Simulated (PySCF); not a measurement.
# NSF3 (thiazyl trifluoride) at HF/ccECP-aug-cc-pVDZ (core potential)

Aim: the vertical ionisation energy of NSF3 (thiazyl trifluoride) at HF/ccECP-aug-cc-pVDZ (core potential), from 2 runs. 

The calculation is run with PySCF 2.14.0.

## Step 1: The molecule

The species is NSF3 (5 atoms), meant as a singlet with charge 0. As SMILES, `N#S(F)(F)F`. Geometry: relaxed at PBE0-D4/def2-TZVP.

Bond lengths: N1–S2 1.409 Å, S2–F3 1.555 Å, S2–F4 1.555 Å, S2–F5 1.555 Å. Angles: N1–S2–F3 122.6°, N1–S2–F4 122.6°, N1–S2–F5 122.6°, F3–S2–F4 93.7°, F3–S2–F5 93.7°, F4–S2–F5 93.7°.

## Step 2: A single-point energy at HF/ccECP-aug-cc-pVDZ (core potential)

Contents of input.py:

```python
# N#S(F)(F)F
from pyscf import gto

mol = gto.M(
    atom='''
N       -0.349630      -0.004150       1.591380
S       -0.047340      -0.000560       0.215490
F        1.023370      -0.939300      -0.408980
F       -1.108620      -0.317610      -0.875740
F        0.482210       1.261610      -0.522150
''',
    ecp='ccecp',
    basis='ccecp-aug-cc-pvdz',
    verbose=3,
    spin=0,
    charge=0,
    max_memory=1860,
)

calc0 = mol.RHF()
calc0.conv_tol = 1e-10
calc0.kernel()
if not calc0.converged:
    calc0 = calc0.newton().run(calc0.mo_coeff, calc0.mo_occ)

e_final = calc0.e_tot
print(f'total energy: {e_final:.8f} hartree')
```

The run is started by

```console
$ OMP_NUM_THREADS=1 python input.py
```

The log of the run:

```text
converged SCF energy = -91.4950284067976
total energy: -91.49502841 hartree
```

Wall time 12 s (1 thread of Arm Neoverse N1, shared host); peak memory 0.25 GiB.

## Step 3: The doublet cation

Contents of run.py:

```python
from pyscf import gto

mol = gto.M(
    atom='''
N     -0.349630    -0.004150     1.591380
S     -0.047340    -0.000560     0.215490
F      1.023370    -0.939300    -0.408980
F     -1.108620    -0.317610    -0.875740
F      0.482210     1.261610    -0.522150
''',
    ecp='ccecp',
    charge=1,
    spin=1,
    basis='ccecp-aug-cc-pvdz',
    max_memory=1860,
    verbose=3,
)

mf = mol.UHF()
mf.conv_tol = 1e-10
mf.kernel()
if not mf.converged:
    mf = mf.newton().run(mf.mo_coeff, mf.mo_occ)

e_tot = mf.e_tot
print('Final energy', e_tot)
```

The run is started by

```console
$ OMP_NUM_THREADS=1 python run.py
```

The log of the run:

```text
converged SCF energy = -91.0854635919279  <S^2> = 0.76059161  2S+1 = 2.0105637
Final energy -91.08546359192789
```

Wall time 15 s (1 thread of Arm Neoverse N1, shared host); peak memory 0.25 GiB.

## Step 4: Summary of results

At HF/ccECP-aug-cc-pVDZ (core potential):

```
                                          quantity         value
                        singlet NSF3: total energy  -91.49503 Eh
                       singlet NSF3: dipole moment        2.25 D
                         singlet NSF3: HOMO energy     -13.13 eV
                         singlet NSF3: LUMO energy       2.91 eV
                       singlet NSF3: HOMO–LUMO gap      16.04 eV
                      doublet cation: total energy  -91.08546 Eh
doublet cation: HOMO energy (highest over α and β)     -21.79 eV
 doublet cation: LUMO energy (lowest over α and β)      -9.60 eV
                              doublet cation: ⟨S²⟩         0.761
vertical ionisation energy (to the doublet cation)     11.145 eV
```

What this shows: The vertical ionisation energy comes to 11.14 eV (1075 kJ/mol). −ε(HOMO) before ionisation, 13.13 eV, is 1.99 eV above this ionisation energy. Mulliken charges (doublet cation) run from -0.09 on F5 to +0.90 on S2; in a basis this large or diffuse they mean little.
